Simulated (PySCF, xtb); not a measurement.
nitrogen trifluoride (F₃N), SMILES FN(F)F.

xtb 6.7.1 with GFN2-xTB at its own geometry gives an orbital gap of 8.98 eV and a dipole moment of 0.78 D.

Coordinates come from a B3LYP-D3(BJ)/def2-TZVP optimisation.

**Question.** What does PySCF with PBE/def2-TZVPD give? (Estimate from the structure and the level; the computed values follow.)

**Answer.** gap 7.21 eV (levels -8.57 and -1.36 eV), dipole 0.15 D.
